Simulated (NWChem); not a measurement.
**Basis-set dependence for dimethylamine (C₂H₇N)**

```xyz
10

C      0.0184     0.2167    -1.2073
N     -0.1400    -0.5514     0.0000
C      0.0184     0.2167     1.2073
H      0.9861     0.7624    -1.2886
H     -0.7815     0.9733    -1.2786
H     -0.0754    -0.4361    -2.0886
H      0.5011    -1.3400     0.0000
H      0.9861     0.7624     1.2886
H     -0.0754    -0.4361     2.0886
H     -0.7815     0.9733     1.2786
```
Charge 0, spin multiplicity 1.

All runs are NWChem calculations. The geometry was optimised at PBE0/def2-SVP, a minimum by its harmonic frequencies.

Hartree-Fock energies in Ha, correlation energies in mHa.

The correlated methods keep 3 core orbitals frozen. The Pople sets run with spherical d functions. No row is a measurement; the coupled-cluster row has its own basis-set and correlation limits.

```tsv
basis	functions	RHF	MP2	SCS-MP2	CCSD	CCSD+T(CCSD)	CCSD(T)	CR-CCSD[T]	CR-CCSD(T)
cc-pVDZ	77	-134.25075	-467.7	-469.4	-511.8	-525.6	-525.3	-522.4	-522.2
6-311G**	96	-134.27672	-494.9	-496.9	-535.6	-552.4	-551.9	-548.5	-548.2
```

From cc-pVDZ to 6-311G** the Hartree-Fock energy moves by -26.0 mHa and the MP2 correlation energy by -27.2 mHa, which is 5 % of its value in the larger set.
